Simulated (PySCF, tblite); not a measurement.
**A complex of fluoride and acetonitrile**

A gas-phase complex of fluoride and acetonitrile; charge -1, singlet. The structure comes from a short search (6 tight-binding starts) and was relaxed by PBE0-D3(BJ)/def2-TZVPD; another way of binding may lie lower. No frequency run checks that it is a minimum.

Parts: 1 = fluoride ([F-]), atoms 1, charge -1; 2 = acetonitrile (CC#N), atoms 2–7.

```csv
atom,part,x (Å),y (Å),z (Å)
F1,1,-0.141,0.022,-0.106
C2,2,-1.603,-2.035,0.373
C3,2,-0.954,-3.300,0.533
N4,2,-0.405,-4.312,0.656
H5,2,-2.154,-1.788,1.285
H6,2,-0.834,-1.089,0.145
H7,2,-2.309,-2.088,-0.461
```

```json
{"contact": "H6···F1", "kind (by geometry)": "C–H hydrogen bond", "distance (Å)": "1.333", "angle (°)": "173"}
```

Deforming the relaxed parts to their shape here costs 7.7 kcal/mol, which the interaction energies leave out.

Interaction energies are complex less parts, with the parts frozen as they stand in it; counterpoise-corrected, in kcal/mol (PySCF). The CCSD(T) estimate is Hartree-Fock/aug-cc-pVQZ, plus the MP2 correlation part extrapolated as X⁻³ from aug-cc-pVTZ and aug-cc-pVQZ, plus CCSD(T) less MP2 in aug-cc-pVDZ; noble-gas cores are frozen. It isn't the exact limit.

```
                   level  interaction  superposition error removed
Hartree-Fock/aug-cc-pVQZ       -26.95                            -
 wB97M-D3(BJ)/def2-TZVPD       -30.78                        -0.10
  PBE0-D3(BJ)/def2-TZVPD       -34.03                        -0.08
         MP2/aug-cc-pVQZ       -30.36                        -0.85
```

(1) What does CCSD(T) at its estimated basis limit give, and which of these levels comes nearest?

(2) What holds them together? Decompose the wB97M-D3(BJ)/def2-TZVPD energy: frozen parts, their antisymmetrised product, then relaxation.

The parts were also relaxed and run alone, at the levels used for the complex: shieldings by PBE0/aug-pcSseg-2; core levels by delta-SCF with SCAN, aug-pcX-2 on the ionised atom and aug-pcseg-1 elsewhere, spin-free X2C.

Values alone: C2–H6 bond (Å): 1.091; shielding of H6 (ppm): 29.71; shielding of F1 (ppm): 479.9; shielding of C2 (ppm): 185.0; F1 1s core level (eV): 680.05; C2 1s core level (eV): 292.72; C3 1s core level (eV): 292.61.

(3) How do these values change when the complex forms?

Results:

(1) -30.29 kcal/mol. MP2/aug-cc-pVQZ is nearest, off by -0.08; the errors are Hartree-Fock/aug-cc-pVQZ +3.34, wB97M-D3(BJ)/def2-TZVPD -0.49, PBE0-D3(BJ)/def2-TZVPD -3.75, MP2/aug-cc-pVQZ -0.08.

(2) electrostatic -53.9, Pauli repulsion +73.9, orbital relaxation -50.2, dispersion correction -0.6 kcal/mol, which sum to the value before the counterpoise correction; the Pauli term holds the exchange-correlation of the frozen density too. Of the attraction, 51 % is electrostatic, 48 % is orbital relaxation, 1 % is dispersion correction.

(3) 
```
             property   alone  in the complex  change
       C2–H6 bond (Å)   1.091           1.240  +0.149
shielding of H6 (ppm)   29.71           14.27  -15.44
shielding of F1 (ppm)   479.9           288.6  -191.3
shielding of C2 (ppm)   185.0           189.4    +4.4
F1 1s core level (eV)  680.05          682.61   +2.56
C2 1s core level (eV)  292.72          286.22   -6.50
C3 1s core level (eV)  292.61          287.33   -5.28
```

The core-hole state of C3 is spin-contaminated (⟨S²⟩ 0.82 against 0.75 for a pure doublet), so that value and differences from it are less sure.

Density functionals tend to overstate the lengthening and the red shift of so strongly bound an X–H bond.
